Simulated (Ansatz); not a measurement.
Born–Oppenheimer molecular dynamics of BFH4 (6 atoms, charge 0, multiplicity 1). It starts at the highest image of a converged band, a first-order saddle point between two minima.

Level of theory: RKS PBE0-D4/def2-SVP in Ansatz 0.2.0.

```yaml
ensemble: NVE (velocity Verlet)
time_step: 0.5 fs
steps_asked: 200
starting_velocities_drawn_for: 300 K
seed: 4959
```

First frame:

```xyz
6
Properties=species:S:1:pos:R:3
B 0.013 -0.233 0.021
F 0.011 0.062 1.623
H 1.061 0.110 -0.456
H -1.056 0.056 -0.448
H 0.046 -1.519 0.284
H 0.036 -1.003 1.239
```

Q: What does the run give?

A: All steps were run.

- steps done: 200
- time covered: 100 fs
- mean temperature over the second half: 355 K
- spread of the potential energy over the second half: 5.8 meV per atom
- mean potential energy of the second half above the start: -4.7 meV per atom

The conserved energy stayed within 0.19 meV per atom of its start (net change -0.04 meV per atom), so the integration is sound. A run of 0.1 ps of so small a system gives no equilibrium averages. The orbitals stay closed-shell, which can raise the energy where a bond breaks towards radicals; this wasn't checked here.

Q: What happens to the structure?

A: Between its relaxed ends the band would form B1–H5, F2–H6 and break B1–F2, H5–H6. These pairs go: B1–H5 1.31 → 1.22 Å, F2–H6 1.13 → 0.90 Å, B1–F2 1.63 → 3.07 Å, H5–H6 1.09 → 2.49 Å. In the last frame they stand as after the step (other bonds may differ from the relaxed reactants and products). It ends as BH3 + FH. Pairs count as bonded within 1.25 times the sum of covalent radii (0.12 Å more for H–H). This is one draw of velocities; another would differ in detail.

Q: How do temperature and energy run in time?

A: 
```
time (fs)  T (K)  potential energy less start (eV)  conserved less start (meV/atom)
        0    300                             0.000                             0.00
        8    183                             0.060                             0.01
       16    595                            -0.152                             0.07
       24    671                            -0.191                             0.10
       32    596                            -0.152                             0.10
       40    414                            -0.058                             0.12
       48    396                            -0.049                             0.09
       56    392                            -0.047                             0.05
       64    349                            -0.025                             0.07
       72    377                            -0.039                             0.08
       80    305                            -0.002                             0.06
       88    360                            -0.031                             0.03
       96    203                             0.050                             0.05
```

Time of the run: 2.2 min on 1 thread of AMD EPYC 7R43 64-Core Processor (Zen 3), on a shared host, peak memory 0.1 GiB.
